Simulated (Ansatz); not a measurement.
We consider bcc Na, described by r²SCAN0 (plane waves, PAW; Ansatz, a quantum-chemistry and plane-wave program).

Run with plane-wave cutoff 520 eV, 10×10×10 k mesh, Fermi–Dirac smearing 0.05 eV, scalar-relativistic PAW data made under PBE.

Energies at three volumes about the minimum:

| V (Å³/atom) | E − E_lowest (meV/atom) |
|---|---|
| 37.020 | 0.74 |
| 37.970 | 0.00 |
| 38.919 | 0.38 |

Problem. Fit a parabola by hand: where is the minimum, what lattice constant follows, and what is the bulk modulus?

Solution. Slopes: (0.00 − 0.74)/(37.970 − 37.020) = -0.779 and (0.38 − 0.00)/(38.919 − 37.970) = 0.400 meV/Å³. Curvature E″ = 2 × (0.400 − (-0.779))/(38.919 − 37.020) = 1.242 meV/Å⁶. From the middle of the first interval, the slope vanishes at V0 = 37.4950 − (-0.779)/1.242 = 38.122 Å³/atom. B = V0 E″ = 38.122 × 1.242 meV/Å³ × 0.1602 GPa per meV/Å³ = 7.59 GPa. With 2 atoms in the cube, a = (2 × 38.122)^(1/3) = 4.240 Å. The full Birch–Murnaghan fit to all volumes gives V0 = 38.104 Å³/atom and B0 = 7.47 GPa.

Measured, for comparison: bulk modulus 7.9 GPa (0 K value with the zero-point phonon effect removed, our sources range from 7.63 to 7.91; as tabulated in Mejia-Rodriguez and Trickey (2018), arXiv:1807.09216); lattice constant a 4.214 Å (static lattice: zero-point anharmonic expansion removed, our sources range from 4.207 to 4.214; as tabulated in Mejia-Rodriguez and Trickey (2018), arXiv:1807.09216). Computed (rounded) less measured: bulk modulus -5 % (-2 % to -6 % over the range).
